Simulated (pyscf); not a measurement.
Optimised with ωB97X-D3(BJ)/def2-SVP in PySCF. MP2 and CC: frozen core, UHF for open shells. ΔMP2 is the change of the MP2 total energy from the triple- to the quadruple-zeta basis.

### Question
For H₃C–F + SiH₂ [singlet] → HF + H₂C=SiH₂, a concerted two-bond exchange (singlet surface; C–F, C–H broken, F–H, C–Si formed), PBE/def2-TZVP gives ΔE‡ = 56.9 kJ/mol and ΔE = -101.6 kJ/mol (zero: the separated reactants). In which direction and how far do PBE0-D3(BJ)/def2-TZVP, M06-2X/def2-TZVP, CCSD(T)/def2-TZVPP + ΔMP2(QZVPP) move these?

### Answer
PBE0-D3(BJ): ΔE‡ = 96.8 kJ/mol, ΔE = -99.7 kJ/mol; M06-2X: ΔE‡ = 144.3 kJ/mol, ΔE = -88.8 kJ/mol; CCSD(T): ΔE‡ = 125.1 kJ/mol, ΔE = -109.4 kJ/mol. PBE's barrier lies under all of them, by 39.9 to 87.4 kJ/mol. Its reaction energy lies among theirs. Low barriers are usual for a GGA, whose delocalisation error favours stretched bonds. On the product side the descent ends in a complex, 27.7 kJ/mol under the separated species and 253.6 kJ/mol under the saddle at ωB97X-D3(BJ)/def2-TZVP. This is the saddle that the search found; another between the same sides may lie lower. The CCSD(T) − MP2 part came from Ansatz, without density fitting, on the same reference.
